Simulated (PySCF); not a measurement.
Molfile (atoms numbered from 1):
```
C5H9N
     RDKit          3D

 15 15  0  0  0  0  0  0  0  0999 V2000
    2.1478   -0.4186    0.2311 C   0  0  0  0  0  0  0  0  0  0  0  0
    0.6754   -0.3109    0.0660 C   0  0  0  0  0  0  0  0  0  0  0  0
   -0.0810   -1.3132   -0.0504 N   0  0  0  0  0  0  0  0  0  0  0  0
   -1.4537   -0.9066   -0.2033 C   0  0  0  0  0  0  0  0  0  0  0  0
   -1.4910    0.6431   -0.1299 C   0  0  0  0  0  0  0  0  0  0  0  0
   -0.0152    1.0356    0.0205 C   0  0  0  0  0  0  0  0  0  0  0  0
    2.6530    0.0817   -0.5943 H   0  0  0  0  0  0  0  0  0  0  0  0
    2.4562    0.0666    1.1563 H   0  0  0  0  0  0  0  0  0  0  0  0
    2.4421   -1.4636    0.2534 H   0  0  0  0  0  0  0  0  0  0  0  0
   -2.0444   -1.3796    0.5850 H   0  0  0  0  0  0  0  0  0  0  0  0
   -1.8177   -1.2874   -1.1611 H   0  0  0  0  0  0  0  0  0  0  0  0
   -1.9322    1.0654   -1.0310 H   0  0  0  0  0  0  0  0  0  0  0  0
   -2.0795    0.9739    0.7245 H   0  0  0  0  0  0  0  0  0  0  0  0
    0.3546    1.6221   -0.8225 H   0  0  0  0  0  0  0  0  0  0  0  0
    0.1812    1.5995    0.9337 H   0  0  0  0  0  0  0  0  0  0  0  0
  1  2  1  0
  2  3  2  0
  3  4  1  0
  4  5  1  0
  5  6  1  0
  6  2  1  0
  1  7  1  0
  1  8  1  0
  1  9  1  0
  4 10  1  0
  4 11  1  0
  5 12  1  0
  5 13  1  0
  6 14  1  0
  6 15  1  0
M  END
```

Geometry: GFN2-xTB; GIAO absolute shieldings from PySCF 2.14, gas phase, non-relativistic, averaged over equivalent atoms.

At revPBE/3-21G (72 basis functions, 7.3 s wall time on 1 thread of an Arm Neoverse V2, shared host):
| atoms | σ (ppm) |
| --- | --- |
| C2 | 61.0 |
| C4 | 145.2 |
| C6 | 167.7 |
| C5 | 181.3 |
| C1 | 184.9 |
| N3 | -36.5 |
| H10/H11 | 28.62 |
| H14/H15 | 30.47 |
| H7/H8/H9 | 31.12 |
| H12/H13 | 31.12 |

Problem. Predict the values at PBE0/pcSseg-1 on the same geometry.

Solution. 
```tsv
atoms	σ at PBE0/pcSseg-1	change
C2	11.4	-49.6
C4	120.6	-24.6
C6	145.8	-21.9
C5	162.6	-18.7
C1	164.9	-20.0
N3	-102.4	-65.9
H10/H11	27.49	-1.13
H14/H15	29.29	-1.18
H7/H8/H9	29.65	-1.47
H12/H13	29.84	-1.28
```

The largest change is at N3 (imine nitrogen). Cost: 147 basis functions, 44 s wall time on 1 thread of an Intel Xeon Platinum 8259CL, shared host. The order of the carbon signals is the same at both levels.
